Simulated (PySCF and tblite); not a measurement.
Molecule: C4H8FN, numbered as in [F:1][C@@H:2]1[CH2:3][CH2:4][NH:5][CH2:6]1; H are named by their carrier, a and b as at the first point (Å):

```
F1       0.715   -2.193   -0.260
C2       0.229   -1.088    0.405
C3      -1.046   -0.567   -0.267
C4      -0.782    0.932   -0.379
N5       0.655    0.999   -0.704
C6       1.212    0.087    0.317
H2       0.074   -1.416    1.438
H3a     -1.949   -0.798    0.294
H3b     -1.114   -1.011   -1.259
H4a     -1.017    1.425    0.575
H4b     -1.364    1.403   -1.173
H5       0.924    1.916   -0.353
H6a      2.200   -0.258    0.006
H6b      1.293    0.561    1.303
```

The mean out-of-plane torsion at N5 (0° is planar) is held and the rest relaxed at GFN2-xTB. Energies: PBE0/pcSseg-1 + D3(BJ). Couplings: B3LYP/6-31G* with H pcJ-1 F pcJ-1 N pcJ-1, gas phase, for ¹H, ¹⁹F, ¹⁵N. Programs: tblite and PySCF.

Q: How do the most sensitive couplings change along the out-of-plane angle?

A: 
| out-of-plane angle ° | ¹J(N5,H5) | ³J(H5,H6b) | ³J(H4a,H5) | ³J(F1,H3a) | ³J(F1,H6b) | ³J(H5,H6a) | ³J(F1,H6a) | ³J(H4b,H5) | ²J(N5,H6b) |
| --- | --- | --- | --- | --- | --- | --- | --- | --- | --- |
| -45 | -54.7 | 9.2 | 6.9 | 6.4 | 28.4 | 0.1 | 27.1 | 0.2 | 0.4 |
| -28 | -79.5 | 4.4 | 2.3 | 3.5 | 21.9 | -0.6 | 31.0 | 0.4 | 0.5 |
| 0 | -105.8 | -1.8 | -1.5 | 14.5 | 29.9 | 3.4 | 29.2 | 3.8 | -1.7 |
| 28 | -83.2 | 11.9 | 11.7 | 15.3 | 32.5 | 8.1 | 23.0 | 7.7 | -5.9 |
| 46 | -53.8 | 14.8 | 14.6 | 15.5 | 32.5 | 5.4 | 22.7 | 4.8 | -4.6 |
Values in Hz. Computed couplings to fluorine can be off by tens of per cent at such levels.

Q: Set ³J(H5,H6b) against its H–N–C–H torsion.

A: 27°: 9.2 Hz, 45°: 4.4 Hz, 90°: -1.8 Hz, 145°: 11.9 Hz, 176°: 14.8 Hz.
